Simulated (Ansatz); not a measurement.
```yaml
crystal:
  periodic: [false, false, false]
  atoms:
    - {symbol: C, position_ang: [-0.245478, -0.166303, -0.915968]}
    - {symbol: C, position_ang: [0.972272, -0.007723, 0.017554]}
    - {symbol: Si, position_ang: [-0.666974, 0.151549, 0.854371]}
    - {symbol: H, position_ang: [-0.408704, -1.155840, -1.329937]}
    - {symbol: H, position_ang: [-0.398047, 0.622216, -1.645474]}
    - {symbol: H, position_ang: [1.567738, -0.898812, 0.186652]}
    - {symbol: H, position_ang: [1.579810, 0.878930, -0.130543]}
    - {symbol: H, position_ang: [-1.148896, 1.490408, 1.254478]}
    - {symbol: H, position_ang: [-1.163219, -0.960823, 1.691768]}
basis:
  gaussian: {orbitals: cc-pVTZ, fitting: {mean_field: cc-pVTZ-jkfit}}
total_charge: 1
magnetization: {spin_polarized: true, initial_magnetization: 1}
hamiltonian: {xc: {name: HF}}
correlation: {active_space: {window: {electrons: 2, orbitals: 1}}}
scf: {lower_state_search: light}
```

```sh
$ ansatz run in.yaml --threads 2 --pin off --events-out ev --progress --plain --max-ram 4352MiB
```

Output, abridged:

```
Error: invalid value for `correlation.active_space`: it starts from restricted Hartree–Fock orbitals; set hamiltonian.xc: hf without magnetization.spin_polarized
```
